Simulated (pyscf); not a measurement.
[O=Si–OH]• + H₂ → HO–Si:–OH [singlet] + H• (hydrogen abstraction; doublet surface; H–H broken, H–O formed). Structures and frequencies: ωB97X-D3(BJ)/def2-SVP in PySCF. Energies in kcal/mol from the separated reactants.

```tsv
level	barrier	reaction energy
ωB97X-D3(BJ)/def2-TZVP	?	?
PBE/def2-TZVP	14.3	+11.9
r²SCAN/def2-TZVP	17.4	+14.4
PBE0-D3(BJ)/def2-TZVP	16.3	+7.2
M06-2X/def2-TZVP	?	+6.8
ωB97M-D3(BJ)/def2-TZVP	18.7	+5.1
```

Complete the blanks.


- ωB97X-D3(BJ)/def2-TZVP, barrier: 20.8
- ωB97X-D3(BJ)/def2-TZVP, reaction energy: +6.9
- M06-2X/def2-TZVP, barrier: 21.3

The functionals in the table span 7.0 kcal/mol in this barrier, from PBE to M06-2X. One saddle was located; it need not be the lowest between these sides. The angle at the transferred H is 171°.
